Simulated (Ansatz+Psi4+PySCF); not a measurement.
The numbers below are computed, except where a source is named.
## Ansatz (development build ahead of 0.2.0) run

```yaml
crystal:
  periodic: [false, false, false]
  atoms:
    - { symbol: "N", position_ang: [0.0, 0.0, 0.0] }
    - { symbol: C, position_ang: [0.0, 1.295, 0.0] }
    - { symbol: C, position_ang: [0.0, -1.195, 0.0] }
basis:
  gaussian: { orbitals: cc-pVTZ }
magnetization:
  spin_polarized: true
  initial_magnetization: 1
hamiltonian:
  xc: hf
correlation:
  method: mp2
  frozen_orbitals: { C: 1, "N": 1 }
scf:
  omitted_lower_state_checks: [stability, starts, atomic_configurations, cluster_reference, orbital_swaps, given_window_search, neighbouring_geometries, increment]
```

The input is written out in the form of the current development build from the run's settings.

The run gave:

- Converged: yes
- Reference energy: -130.06568 hartree
- Correlation energy: -0.40268 hartree
- Total energy: -130.46836 hartree
- Spin squared of the determinant: 0.852
- Occupied orbitals by symmetry in an Abelian subgroup (alpha; beta): 7 A1 2 B1 1 B2; 7 A1 1 B1 1 B2

Caution: the unrestricted determinant is spin contaminated.
